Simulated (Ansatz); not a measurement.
Cs2AgBiBr6 (Fm-3m, No. 225) was calculated with PBEsol (PAW; Ansatz, a quantum-chemistry and plane-wave program).

Run with plane-wave cutoff 520 eV, 6×6×6 k mesh, Fermi–Dirac smearing 0.01 eV, no spin polarisation, scalar-relativistic PAW data made under PBE.

Cell (relaxed at this level):

AgBiCs$_{2}$Br$_{6}$ is modelled in the cubic space group Fm-3m (No. 225), Pearson symbol cF40. Lattice parameters: a = b = c = 11.186 Å, α = β = γ = 90.00°. Bi on 4a is surrounded by 6 Br at 2.841 Å (octahedral). Cs on 8c is coordinated by 12 Br at 3.955 Å (cuboctahedral). Ag on 4b is coordinated by 6 Br at 2.752 Å (octahedral). Br on 24e is surrounded by 1 Ag at 2.752 Å and 1 Bi at 2.841 Å and 4 Cs at 3.955 Å (octahedral). (Neighbours: up to the widest gap in distance over summed covalent radii, below 1.35, at either atom; cation-cation and far metal-metal contacts left out.)
(The calculation used a cell of 10 atoms; values per cell refer to that cell.)

### Question
Estimate the band gap, smallest direct gap on the k points sampled and Γ–Γ gap that the calculation returns.

### Answer

- band gap = 1.10 eV
- smallest direct gap on the k points sampled = 2.28 eV
- Γ–Γ gap = 2.69 eV

Spin–orbit coupling is not included; with these elements it can move the gap by several tenths of an eV or more.

The computed numbers hold no vibrational or temperature effects.

The result took about 90 core-seconds (a rough figure).
